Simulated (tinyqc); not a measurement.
Worked calculation: extended Hueckel theory, for CH2. Computed by tinyqc, a small Python program that keeps every step (integrals from PySCF). Settings: charge = 0, K = 1.75, weighted = 1, multiplicity = 1. Command: `OMP_NUM_THREADS=1 python tinyqc.py 23957 23958 out.jsonl` (the two numbers bound the seeds that draw the settings). One thread of a shared host (Intel(R) Xeon(R) Processor @ 2.60GHz), about 0.01 s of CPU time with the checks.

## Overlaps

Geometry (angstrom):
```
atom         x          y         z
C     0.000000   0.000000  0.000000
H     0.000000   0.950000  0.570000
H     0.000000  -0.950000  0.570000
```

Parameters chosen for this run:
```
element  shell  Slater exponent   H_ii (eV)
H           1s         1.300000  -13.600000
C           2s         1.625000  -21.400000
C           2p         1.625000  -11.400000
```

Slater orbitals, each expanded in six Gaussians scaled to its exponent.

overlap S:
```
           1C 2s    1C 2px     1C 2py    1C 2pz     2H 1s      3H 1s
1C 2s   1.000000  0.000000   0.000000  0.000000  0.482340   0.482340
1C 2px  0.000000  1.000000   0.000000  0.000000  0.000000   0.000000
1C 2py  0.000000  0.000000   1.000000  0.000000  0.416080  -0.416080
1C 2pz  0.000000  0.000000   0.000000  1.000000  0.249648   0.249648
2H 1s   0.482340  0.000000   0.416080  0.249648  1.000000   0.121460
3H 1s   0.482340  0.000000  -0.416080  0.249648  0.121460   1.000000
```

## Wolfsberg-Helmholz matrix

diagonal H_ii (eV): 1C 2s -21.400000, 1C 2px -11.400000, 1C 2py -11.400000, 1C 2pz -11.400000, 2H 1s -13.600000, 3H 1s -13.600000

K = 1.750000

H_ij = K' S_ij (H_ii + H_jj)/2 for i != j (the diagonal keeps H_ii), with K' = K + D^2 + D^4 (1 - K), D = (H_ii - H_jj)/(H_ii + H_jj), K = 1.75.

H (eV):
```
             1C 2s      1C 2px      1C 2py      1C 2pz       2H 1s       3H 1s
1C 2s   -21.400000    0.000000    0.000000    0.000000  -15.175260  -15.175260
1C 2px    0.000000  -11.400000    0.000000    0.000000    0.000000    0.000000
1C 2py    0.000000    0.000000  -11.400000    0.000000   -9.141803    9.141803
1C 2pz    0.000000    0.000000    0.000000  -11.400000   -5.485082   -5.485082
2H 1s   -15.175260    0.000000   -9.141803   -5.485082  -13.600000   -2.890750
3H 1s   -15.175260    0.000000    9.141803   -5.485082   -2.890750  -13.600000
```

## Orbitals

valence electrons = 6

Solve H C = S C e through S^(-1/2); fill by pairs from the bottom, a degenerate level sharing its electrons equally; each orbital has its largest coefficient positive (the first on a tie).

orbital energies (eV): -23.945804  -15.731801  -12.155285  -11.400000  5.380939  16.257905

occupations: 2.000000  2.000000  2.000000  0.000000  0.000000  0.000000

coefficients:
```
              MO1        MO2        MO3       MO4        MO5        MO6
1C 2s    0.717026   0.000000  -0.282097  0.000000   0.000000   1.132137
1C 2px   0.000000   0.000000   0.000000  1.000000   0.000000   0.000000
1C 2py   0.000000   0.526205   0.000000  0.000000   1.172001   0.000000
1C 2pz  -0.019784   0.000000   0.908627  0.000000   0.000000   0.639158
2H 1s    0.251763   0.439007   0.140025  0.000000  -0.864062  -0.926136
3H 1s    0.251763  -0.439007   0.140025  0.000000   0.864062  -0.926136
```

sum of one-electron energies = -103.665780 eV

## Mulliken analysis

P = C n C^T; charge = valence electrons (H 1, C 4) minus the sum of (P S)_ii on the atom; overlap population = 2 sum P_ij S_ij between two atoms.

charges: 1C -0.171812, 2H 0.085906, 3H 0.085906

Overlap populations:
```
pair      value
2-1    0.778627
3-1    0.778627
3-2   -0.053314
```
